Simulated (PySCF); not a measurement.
AlCl₃, SMILES [Cl][Al]([Cl])[Cl] (connectivity only; charge and spin as stated), charge +1, multiplicity 2. Atoms are numbered in the order given.

```xyz
4

Al     0.0000     0.0000     0.1381
Cl     0.0000     1.9062     0.9385
Cl     0.0000    -1.9062     0.9385
Cl     0.0000     0.0000    -1.9826
```
Charge +1, spin multiplicity 2.

Geometry optimised at PBE0-D3(BJ)/def2-SVP. A frequency run showed that this geometry is not a minimum. The multiplicity is an assumed one; other spin states were not compared. The isomer is the one that the SMILES or the coordinates give; other isomers of the formula were not compared.

Level of theory: TDA-ωB97X/def2-SVPD in PySCF 2.14.0.

Vertical excitations. 

Computed lowest excited states:
```tsv
state	energy (eV)	λ (nm)	f	main pairs
root 1	0.43	2859	0.000	β HOMO−5→LUMO 67 %, β HOMO−3→LUMO 32 %
root 2	0.89	1397	0.000	β HOMO−2→LUMO 100 %
root 3	0.96	1292	0.033	β HOMO→LUMO 84 %
root 4	1.32	938	0.070	β HOMO−1→LUMO 92 %
root 5	1.38	901	0.000	β HOMO−3→LUMO 68 %, β HOMO−5→LUMO 32 %
root 6	2.15	578	0.023	β HOMO−6→LUMO 70 %, β HOMO−7→LUMO 16 %, β HOMO→LUMO 12 %
root 7	2.59	478	0.070	β HOMO−4→LUMO 94 %
root 8	4.10	303	0.008	β HOMO−7→LUMO 77 %, β HOMO−6→LUMO 21 %
root 9	6.85	181	0.014	β HOMO→LUMO+1 90 %
root 10	7.03	176	0.006	α HOMO−1→LUMO 15 %, β HOMO−1→LUMO+1 78 %
```
Unrestricted roots are not spin-pure.
